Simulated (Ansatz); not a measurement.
Two isomers of C3H7N: A = `C=NCC`, B = `CC(C)=N`.

Program: Ansatz. Geometries: PBE0-D4/def2-TZVP. ΔE: electronic, gas phase. CBS: MP2 limit from def2 TZ/QZ plus the TZ coupled-cluster correction, frozen cores. Functionals use def2-TZVPP. B3LYP here is the variant with VWN-RPA as its local correlation; programs differ in this. Each species was taken in one conformer, which may not be the lowest.

Question: Which is lower in electronic energy at CCSD(T)/CBS, and by how much? (Estimate.)

Answer: Computed: B, by 13.0 kcal/mol.

Question: Give E(B) − E(A) in kcal/mol with LDA (SPW92), MP2/def2-TZVPP, HF/def2-TZVPP, ωB97M-V, BLYP-D4, B3LYP, B2PLYP. (Estimate.)

Answer: Computed: LDA (SPW92) -14.0, MP2/def2-TZVPP -13.1, HF/def2-TZVPP -12.4, ωB97M-V -13.4, BLYP-D4 -12.2, B3LYP -12.4, B2PLYP -12.6. None reverses the order clearly.

Question: Does the order hold for the free energy at 298.15 K (harmonic terms from PBE0-D4)? (An estimate is asked.)

Answer: Computed: Yes: G(B) − G(A) = -13.2 kcal/mol, for one conformer each.

Largest T1 diagnostic: 0.011.

Leaving LDA and LC-ωPBE aside and taking each functional with its dispersion term where it has one, the values, not all of them listed here, spread over 1.9 kcal/mol, from B97M-V to BLYP-D4. LDA lies −0.9 kcal/mol from PBE without D4. From BLYP to BHLYP (50 % exact exchange), in def2-TZVPP and without D4, E(B) − E(A) moves by −0.9 kcal/mol.
